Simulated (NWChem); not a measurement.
**Spin states of P**

```xyz
1

P      0.0000     0.0000     0.0000
```
Charge 0, spin multiplicity 4.

Everything below was run with NWChem.

Basis set: def2-TZVP. The gap is E(quartet) − E(doublet), so a negative value puts the higher spin lower. Open shells are unrestricted. The quartet is the single determinant that the SCF runs reached, with unpaired electrons in orbitals of symmetry b1u and b2u and b3u (D2h labels); it need not be the lowest quartet, which in molecules with degenerate π orbitals can need several determinants. Where the lowest doublet needs several determinants, the single determinant used here isn't a pure state and places it wrongly.

The correlated methods keep 5 core orbitals frozen. B3LYP has NWChem's definition, with VWN1-RPA local correlation. No SCF solution was tested for a lower state. Open-shell Hartree-Fock references start from PBE0 orbitals.

Q: One of these methods gave a vertical doublet-quartet gap of -38.1 kcal/mol. Which?
A. HF
B. B3LYP
C. B2PLYP
D. PBE0

A: B, B3LYP. The others give -44.1 (PBE0), -54.3 (HF), -41.1 (B2PLYP).
